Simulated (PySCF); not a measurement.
Gas-phase reaction: 3 SiHCl3 + i-Si4H10 = 3 H3SiSiCl3 + SiH4

Method: PySCF energies plus ideal-gas RRHO corrections (1 bar). † marks an energy on the PBE0/def2-TZVP geometry and frequencies; other levels use their own. MP2 and CCSD(T) freeze the core. All species are closed-shell singlets. H3SiSiCl3: computed as isolated molecules; such fragments, hydroxides, amides, oligomers or adducts are transient or little studied in the gas. MP2 isn't extrapolated to the basis-set limit; its ΔH°(298 K) is 19.4 kJ in def2-SVP and 12.4 kJ in def2-TZVPP. CCSD(T) isn't extrapolated to the basis-set limit. The harmonic model lacks anharmonicity and excited electronic states, which grow with temperature; levels with a mode under 35 cm⁻¹ are left out. Internal rotation in i-Si4H10, H3SiSiCl3 is treated as a harmonic vibration of one conformer, which makes the entropy rough.

| level | ΔE electronic, kJ | ΔH°(298 K), kJ | ΔS°(298 K), J/K | ΔG°(1800 K), kJ |
|---|---|---|---|---|
| CCSD(T)/def2-SVP† | 21 | 18 | -18 | 43 |
| HF/def2-TZVP† | 18 | 15 | -18 | 40 |
| M06-2X/def2-TZVP† | 11 | 8 | -18 | 33 |
| MP2/def2-TZVPP† | 15 | 12 | -18 | 38 |
| PBE/def2-SVP | 6 | 4 | -18 | 30 |
| PBE/def2-TZVP† | 13 | 10 | -18 | 35 |
| r2SCAN/def2-TZVP† | 16 | 14 | -18 | 39 |
ΔH° is lowest at PBE/def2-SVP and highest at CCSD(T)/def2-SVP†. No reference value is set beside these.
